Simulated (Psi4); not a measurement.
# TPSS/cc-pVTZ run of NO2F (nitryl fluoride)

What is the vertical ionisation energy of NO2F (nitryl fluoride) at TPSS/cc-pVTZ? 

The results are computed with Psi4 1.11.

## 1. The system as given

The species is NO2F (4 atoms), meant as a singlet with charge 0. As SMILES, `O=[N+]([O-])F`. The coordinates come from a PBE0-D4/def2-TZVP relaxation.

Bond lengths: O1–N2 1.170 Å, N2–O3 1.170 Å, N2–F4 1.442 Å. Angles: O1–N2–O3 135.6°, O1–N2–F4 112.2°, O3–N2–F4 112.2°.

## 2. Energy and forces at TPSS/cc-pVTZ

Input file fno2.xyz:

```xyz
4
FNO2
O      0.188290     0.469930     1.120250
N      0.079720    -0.071800     0.089140
O      0.476580    -1.068680    -0.376880
F     -0.744590     0.670550    -0.832510
```

Input file job.py:

```python
import psi4

psi4.set_memory('2200 MB')
psi4.set_num_threads(1)
psi4.core.set_output_file('output.dat', False)

with open('fno2.xyz') as f:
    atoms = ''.join(f.readlines()[2:])
m = psi4.geometry('0 1\n' + atoms + 'symmetry c1\nno_reorient\nno_com')

psi4.set_options({
    'reference': 'rks',
    'puream': True,
    'e_convergence': 1e-09,
    'd_convergence': 1e-08,
    'scf_type': 'pk',
    'dft_radial_points': 99,
    'dft_spherical_points': 590,
})

E, wfn = psi4.gradient("tpss/cc-pVTZ", molecule=m, return_wfn=True)
psi4.oeprop(wfn, "DIPOLE", "MULLIKEN_CHARGES", "LOWDIN_CHARGES", title="TPSS")
print('gradient / Eh bohr^-1')
print(E.np.round(6))
print(f'energy = {wfn.energy():.10f} Eh')
```

Command:

```console
python job.py
```

output.dat:

```text
[...]
  Running in c1 symmetry.
[...]
  Nuclear repulsion =  124.476506262533732
[...]
  Multiplicity = 1
[...]
  Nalpha       = 16
  Nbeta        = 16
[...]
    Number of basis functions: 120
[...]
   @RKS iter   1:  -304.89874509735017    1.02990e-01   6.10036e-03 DIIS/ADIIS
[...]
   @RKS iter  11:  -305.05726141282389   -6.71889e-11   7.18219e-09 DIIS
[...]
    Orbital Energies [Eh]
    ---------------------
    Doubly Occupied:
       1A    -24.448238     2A    -18.991447     3A    -18.991443
       4A    -14.428728     5A     -1.278287     6A     -1.126011
       7A     -1.100781     8A     -0.655484     9A     -0.577088
      10A     -0.571659    11A     -0.535336    12A     -0.399057
      13A     -0.383235    14A     -0.359092    15A     -0.351023
      16A     -0.311641
[...]
  @RKS Final Energy:  -305.05726141282389
   => Energetics <=
    Nuclear Repulsion Energy =            124.4765062625337322
    One-Electron Energy =                -666.4543956132197309
    Two-Electron Energy =                 271.4245288505217104
    DFT Exchange-Correlation Energy =     -34.5039009126595317
    Empirical Dispersion Energy =           0.0000000000000000
    VV10 Nonlocal Energy =                  0.0000000000000000
    Total Energy =                       -305.0572614128238911
[...]
  -Total Gradient:
     Atom            X                  Y                   Z
    ------   -----------------  -----------------  -----------------
       1       -0.003421830522    -0.016070730729    -0.031075051705
       2       -0.001207285762     0.001082050302    -0.001347955405
       3       -0.012057631290     0.030015336959     0.013767039967
       4        0.016677406840    -0.015018242620     0.018645521273
[...]
 Multipole Moments:
 ------------------------------------------------------------------------------------
     Multipole            Electronic (a.u.)      Nuclear  (a.u.)        Total (a.u.)
 ------------------------------------------------------------------------------------
 L = 1.  Multiply by 2.5417464519 to convert [e a0] to [Debye]
 Dipole X            :          1.6325554           -1.5577201            0.0748353
 Dipole Y            :         -1.4702402            1.4028382           -0.0674020
 Dipole Z            :          1.8253413           -1.7416661            0.0836752
 Magnitude           :                                                    0.1309385
[...]
  Mulliken Charges: (a.u.)
   Center  Symbol    Alpha    Beta     Spin     Total
       1     O     4.07437  4.07437  0.00000 -0.14874
       2     N     3.26381  3.26381  0.00000  0.47238
       3     O     4.07437  4.07437  0.00000 -0.14873
       4     F     4.58746  4.58746  0.00000 -0.17491
   Total alpha = 16.00000, Total beta = 16.00000, Total charge = -0.00000
  Lowdin Charges: (a.u.)
   Center  Symbol    Alpha    Beta     Spin     Total
       1     O     3.94078  3.94078  0.00000  0.11843
       2     N     3.62154  3.62154  0.00000 -0.24307
[...]
```

On the terminal:

```text
gradient / Eh bohr^-1
[[-0.003422 -0.016071 -0.031075]
 [-0.001207  0.001082 -0.001348]
 [-0.012058  0.030015  0.013767]
 [ 0.016677 -0.015018  0.018646]]
energy = -305.0572614128 Eh
```

Wall time 35 s (1 thread of Intel Xeon 6975P-C (Granite Rapids), shared host); peak memory 0.79 GiB.

## 3. The doublet cation

Input file fno2_ase.py:

```python
import numpy as np
from ase.calculators.psi4 import Psi4
from ase import Atoms

a = Atoms(['O', 'N', 'O', 'F'], positions=[
    [0.188290, 0.469930, 1.120250],
    [0.079720, -0.071800, 0.089140],
    [0.476580, -1.068680, -0.376880],
    [-0.744590, 0.670550, -0.832510],
])
calc = Psi4(atoms=a, method='tpss', basis='cc-pVTZ', memory='2200MB', num_threads=1, charge=1, multiplicity=2, label='psi4-calc', reference='uks')
calc.psi4.set_options({'puream': True, 'e_convergence': 1e-09, 'd_convergence': 1e-08, 'scf_type': 'pk', 'dft_radial_points': 99, 'dft_spherical_points': 590, 'maxiter': 100})
a.calc = calc

forces = a.get_forces()
print(f'energy: {a.get_potential_energy():.6f} eV')
print('forces / eV A^-1')
print(np.round(forces, 5))
```

Command:

```console
python fno2_ase.py
```

psi4-calc.dat:

```text
[...]
  Running in c1 symmetry.
[...]
  Nuclear repulsion =  124.476506262533732
[...]
  Multiplicity = 2
[...]
  Nalpha       = 16
  Nbeta        = 15
[...]
    Number of basis functions: 120
[...]
   @UKS iter   1:  -304.46739606253482    5.34339e-01   4.89858e-03 DIIS/ADIIS
[...]
   @UKS iter  15:  -304.58625236454253   -2.04636e-12   1.73760e-09 DIIS
[...]
   @S^2 Observed:                7.572760101E-01
[...]
    Orbital Energies [Eh]
    ---------------------
    Alpha Occupied:
       1A    -24.810729     2A    -19.391088     3A    -19.391084
       4A    -14.773156     5A     -1.635751     6A     -1.471693
       7A     -1.471248     8A     -0.995351     9A     -0.925515
      10A     -0.912638    11A     -0.883288    12A     -0.754839
      13A     -0.721006    14A     -0.709874    15A     -0.701025
      16A     -0.692659
    Alpha Virtual:
      17A     -0.463929    18A     -0.397579    19A     -0.167650
      20A      0.016135    21A      0.052751    22A      0.106911
      23A      0.119347    24A      0.120155    25A      0.240896
[...]
  @UKS Final Energy:  -304.58625236454253
   => Energetics <=
    Nuclear Repulsion Energy =            124.4765062625337322
    One-Electron Energy =                -655.2642868511031793
    Two-Electron Energy =                 260.2426541733772183
    DFT Exchange-Correlation Energy =     -34.0411259493502527
    Empirical Dispersion Energy =           0.0000000000000000
    VV10 Nonlocal Energy =                  0.0000000000000000
    Total Energy =                       -304.5862523645425313
  UHF NO Occupations:
  HONO-2 :   14  A 1.9997658
  HONO-1 :   15  A 1.9971092
[...]
 Multipole Moments:
 ------------------------------------------------------------------------------------
     Multipole            Electronic (a.u.)      Nuclear  (a.u.)        Total (a.u.)
 ------------------------------------------------------------------------------------
 L = 1.  Multiply by 2.5417464519 to convert [e a0] to [Debye]
 Dipole X            :         -0.4379579            0.6708565            0.2328986
 Dipole Y            :          0.3944040           -0.6041481           -0.2097441
 Dipole Z            :         -0.4896654            0.7500699            0.2604045
 Magnitude           :                                                    0.4074860
[...]
  -Total Gradient:
     Atom            X                  Y                   Z
    ------   -----------------  -----------------  -----------------
       1       -0.008929427651    -0.010528708015    -0.036403881832
       2        0.029645956833    -0.026701743621     0.033148553173
       3       -0.017302367080     0.034155013608     0.007073917679
       4       -0.003418668837     0.003079499230    -0.003823629063
[...]
```

Standard output:

```text
energy: -8288.214091 eV
forces / eV A^-1
[[ 0.45917  0.54141  1.87196]
 [-1.52446  1.37306 -1.70457]
 [ 0.88972 -1.75632 -0.36376]
 [ 0.1758  -0.15835  0.19662]]
```

It took 57 s on 1 thread of Intel Xeon 6975P-C (Granite Rapids), shared host; peak memory 0.8 GiB.

## 4. Results

Level: TPSS/cc-pVTZ.

| quantity | value |
| --- | --- |
| singlet NO2F: total energy | -305.05726 Eh |
| singlet NO2F: dipole moment | 0.33 D |
| singlet NO2F: HOMO energy | -8.48 eV |
| singlet NO2F: LUMO energy | -3.37 eV |
| singlet NO2F: HOMO–LUMO gap | 5.11 eV |
| singlet NO2F: largest force on an atom | 1.808 eV/Å |
| doublet cation: total energy | -304.58625 Eh |
| doublet cation: HOMO energy (highest over α and β) | -18.60 eV |
| doublet cation: LUMO energy (lowest over α and β) | -17.16 eV |
| doublet cation: ⟨S²⟩ | 0.757 |
| doublet cation: largest force on an atom | 2.667 eV/Å |
| vertical ionisation energy (to the doublet cation) | 12.817 eV |

What this shows: The vertical ionisation energy comes to 12.82 eV (1237 kJ/mol). The largest force (singlet NO2F) is 1.81 eV/Å: the shape isn't a stationary point for this species at this level. The negative HOMO energy of the first species, 8.48 eV, lies 4.34 eV below that difference. Mulliken charges (singlet NO2F) run from -0.17 on F4 to +0.47 on N2.
